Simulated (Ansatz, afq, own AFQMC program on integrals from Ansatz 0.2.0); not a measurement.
# CH$_{3}$Ge, doublet in cc-pVDZ, levels against AFQMC with the constraint released

```xyz
5

Ge    0.0000    0.0000    0.3176
C     0.0092    0.0000   -1.4648
H    -0.9419    0.0000   -1.7235
H     0.4146    0.8015   -1.8541
H     0.4146   -0.8015   -1.8541
```

Connectivity, by distances: Ge–CH3.

Basis cc-pVDZ. Noble-gas cores (and the filled d shells of Ga–Kr and In–Xe) are frozen. Ansatz 0.2.0 and our own AFQMC program on the same integrals; the CISD trial comes from CCSD amplitudes, and released means the phaseless constraint is let go. ± is one standard error of the sampling. No spin–orbit coupling.

Determinant: UHF, the one that the program's search chose, which needn't be the lowest solution. The geometry is a point of a scan.

No full CI on the walks' own integrals is used here. The released AFQMC energy serves as the reference, which it does only where one determinant dominates, the energy is flat over the last release times and near the phaseless one (40 meV or 2 meV an electron, half that with transition metals). On small molecules, where full CI could be run and the noise was under 10 meV, such values lay within 10 meV of it in 19 cases of 20, a flattering rate, since the rule was set on those same cases; what remains of the bias isn't in the error bar.

Cautions: no relativity below Rb; no spin-orbit coupling; inner d shell frozen; the released value is read at 2.40 1/Eh with a noise of 13 meV, more than in the cases checked (meV from the phaseless value at times in 1/Eh: -15 ± 12 at 0.24, -8 ± 9 at 0.51, -6 ± 13 at 0.99, -7 ± 13 at 1.62, -5 ± 13 at 2.40).

The T1 diagnostic is 0.0125. The weight of the determinant in the CISD state is 0.891 and the ⟨S²⟩ of the determinant is 0.765. The size of the correlated space is 11 electrons in 41 orbitals.

| level | correlation energy (eV) |
| --- | --- |
| MP2 | -5.4648 |
| CCSD | -6.3135 |
| CCSD(T) | -6.4659 |

**Question.** Estimate where phaseless AFQMC with a CISD trial lies against CCSD(T) on the same integrals.

**Answer.** 0.69 ± 0.40 mEh below CCSD(T). The gap is under twice the noise, so this walk alone can't tell the two apart.

Reference: AFQMC with the constraint released, correlation energy -6.489 ± 0.013 eV.

```csv
level,E − E(reference) (mEh),share of correlation (%)
CCSD(T),0.86 ± 0.48,99.64
ph-AFQMC/CISD,0.17 ± 0.62,99.93
```

A walk keeps the symmetry of its determinant, which the program's search chose and which needn't be the lowest solution, so a lower state of the same spin and another symmetry isn't excluded. Released energies are given only where the last usable release times agree within the noise; a slower fall can still hide under it.
